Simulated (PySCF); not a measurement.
First SCF of a structure search on singlet CF4, at a hand-made tetrahedral geometry. PySCF input:

```python
from pyscf import gto, scf, dft
mol = gto.M(atom='''
C      0.000000     0.000000     0.000000
F      0.802570     0.802400     0.802570
F     -0.802570     0.802400    -0.802570
F      0.802570    -0.802400    -0.802570
F     -0.802570    -0.802400     0.802570''',
    basis={'C': 'def2-TZVP', 'F': 'def2-TZVP'},
    charge=0, spin=0)
mf = dft.RKS(mol, xc='PBE0')
mf.grids.atom_grid = (50, 194)
aux = {'C': 'def2-universal-JKFIT', 'F': 'def2-universal-JKFIT'}
mf = mf.density_fit(auxbasis=aux)
mf.conv_tol = 1e-08
mf.diis_space = 10
mf.max_cycle = 60
mf.init_guess = 'minao'
mf.verbose = 4
mf.kernel()
```

Excerpt of the output (cycles and frontier levels):

```
init E= -437.671854105667
  HOMO = -0.476786643221962  LUMO = 0.0527242381989197  gap/eV = 14.40872
cycle= 1 E= -437.049005772591  delta_E= 0.623  |g|= 1.09  |ddm|= 1.83
  HOMO = -0.427333556965258  LUMO = -0.0109298211597931  gap/eV = 11.33092
cycle= 2 E= -436.699704165994  delta_E= 0.349  |g|= 1.93  |ddm|= 1.21
  HOMO = -0.472222821791897  LUMO = 0.0497601667636225  gap/eV = 14.20388
cycle= 3 E= -437.253609748438  delta_E= -0.554  |g|= 0.0352  |ddm|= 0.73
  HOMO = -0.465591085035085  LUMO = 0.0593087338928342  gap/eV = 14.28325
cycle= 4 E= -437.253797050743  delta_E= -0.000187  |g|= 0.0167  |ddm|= 0.0254
  HOMO = -0.468218270347708  LUMO = 0.057146946389647  gap/eV = 14.29592
cycle= 5 E= -437.253832702981  delta_E= -3.57e-05  |g|= 0.00165  |ddm|= 0.00867
  HOMO = -0.468055538972699  LUMO = 0.057402113796897  gap/eV = 14.29843
cycle= 6 E= -437.253833164516  delta_E= -4.62e-07  |g|= 0.000341  |ddm|= 0.0012
  HOMO = -0.468103139308664  LUMO = 0.0573510959050729  gap/eV = 14.29834
cycle= 7 E= -437.253833189721  delta_E= -2.52e-08  |g|= 3.55e-05  |ddm|= 0.000244
  HOMO = -0.468100150628831  LUMO = 0.0573532344123286  gap/eV = 14.29831
cycle= 8 E= -437.25383318994  delta_E= -2.18e-10  |g|= 9.2e-07  |ddm|= 2.22e-05
  HOMO = -0.468100424330901  LUMO = 0.0573530352720226  gap/eV = 14.29832
Extra cycle  E= -437.253833189938  delta_E= 1.82e-12  |g|= 8.24e-07  |ddm|= 8.79e-07
converged SCF energy = -437.253833189938
```

No lower solution of this spin was found by a stability analysis within the restricted form, which does not test spin polarisation.

The search for the lowest solution, with the stability check, took 7.4 s on 4 threads of a shared Arm Neoverse V2 host, with 155 basis functions; the process peaked at 0.49 GiB. Launch command: `OMP_NUM_THREADS=4 python axn.py task.json out`.
